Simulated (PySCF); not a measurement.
Species, as SMILES: ClCCl.
Geometry (B3LYP-D3(BJ)/def2-TZVP, fixed):
```xyz
5

C      0.0039     0.0052     0.7673
Cl    -0.0175     1.4825    -0.2263
Cl     0.0153    -1.4855    -0.2061
H     -0.8904    -0.0005     1.3784
H      0.9045     0.0193     1.3690
```
Charge 0, spin multiplicity 1.

How fast the isotropic shielding of H4 converges with the basis for several methods (PySCF): deviation from each method's own reference, in ppm. References: HF 26.84 ppm, the value in pcseg-3; PBE 25.60 ppm, the value in pcseg-3; PBE0 25.94 ppm, the value in pcseg-3. All functions are spherical. Core-valence sets carry the plain set on hydrogen. No added dispersion term, no relativity. GIAO; atoms are numbered in the order shown.

```csv
basis,functions,HF,PBE,PBE0
STO-3G,25,2.83,3.30,3.09
6-31G,39,1.96,1.93,1.93
pcseg-0,39,2.26,2.35,2.29
def2-SV(P),54,1.26,1.40,1.35
6-31G*,54,1.26,1.34,1.30
cc-pV(D+d)Z,70,0.52,0.50,0.52
def2-SVPD,90,0.30,0.28,0.29
cc-pV(T+d)Z,136,0.16,0.18,0.17
pcSseg-2,150,0.08,0.12,0.12
cc-pCVTZ,189,0.15,0.17,0.17
aug-cc-pV(T+d)Z,202,0.07,0.08,0.07
pcseg-3,254,0.00,0.00,0.00
```

Mean absolute deviation over cc-pV(T+d)Z, pcSseg-2, cc-pCVTZ, aug-cc-pV(T+d)Z: HF 0.12, PBE0 0.13, PBE 0.14 ppm.
